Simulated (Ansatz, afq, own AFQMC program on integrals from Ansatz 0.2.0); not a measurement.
## HCl + Br, doublet: a scan with AFQMC

```xyz
3

Cl    0.0000    0.0000   -1.6166
H     0.0000    0.0000   -0.3378
Br    0.0000    0.0000    1.9544
```

A hydrogen atom is moved from one rigid fragment to the other; the Cl1–H2 distance tells how far. The two fragments are held close together, so this isn't a minimum-energy path and the start is a compressed complex. Energies in mEh count from this geometry (1.279 Å) at the same level; the start stands on UHF, each point on the determinant named.

Basis cc-pVTZ. Noble-gas cores (and the filled d shells of Ga–Kr and In–Xe) are frozen. AFQMC by an in-house program on the Cholesky factors that Ansatz 0.2.0 writes for its CCSD(T) run. The CISD trial takes its coefficients from CCSD amplitudes. Released means that phaseless walkers are propagated on without the constraint, phases kept. ± is one standard error of the sampling. No spin–orbit coupling.

Cautions, each for one point or more: inner d shell frozen; no relativity below Rb; no spin-orbit coupling; unrestricted determinant spin contaminated.

```
r(Cl1–H2) / Å  det.     T1  weight  ⟨S²⟩  CCSD(T)  ph-AFQMC/CISD  CCSDT(Q)  B2PLYP  B3LYP
        1.497   UHF  0.008    0.86  0.76     18.9     18.8 ± 0.3      18.7    17.2   14.3
        1.605   UHF  0.010    0.86  0.76     34.7     34.4 ± 0.3      34.4    31.9   25.5
        1.823  UHF†  0.022    0.84  0.88     44.6     44.1 ± 0.3      43.8    41.0   33.6
        2.041   UHF  0.008    0.86  0.76     27.6     27.6 ± 0.3      27.4    26.6   22.3
```

Weight is that of the determinant in the CISD state; at the start T1 is 0.007 and the weight 0.86, and ⟨S²⟩ is 0.76. A dagger marks points whose determinant fills other symmetries than the start's, so the wave-function levels may follow another state there, or a degenerate partner. Largest departures from CCSDT(Q), at the points where its series has closed: CCSD(T) 0.8 mEh at 1.823 (on UHF), ph-AFQMC/CISD 0.3 mEh at 1.823 (on UHF) (within the noise), B2PLYP -2.4 mEh at 1.605, B3LYP -8.9 mEh at 1.605. Functionals count only at points shown to share the start's state and spin. In total energy ph-AFQMC/CISD lies 16 ± 6 meV above CCSDT(Q) at the start, so its agreement along the curve rests in part on cancellation.

Some points may be missing: those where a free walk finds a much lower state, and past Zn most of those on another determinant than at the start.

A walk keeps the symmetry of its determinant, which the program's search chose and which needn't be the lowest solution, so a lower state of the same spin and another symmetry isn't excluded.
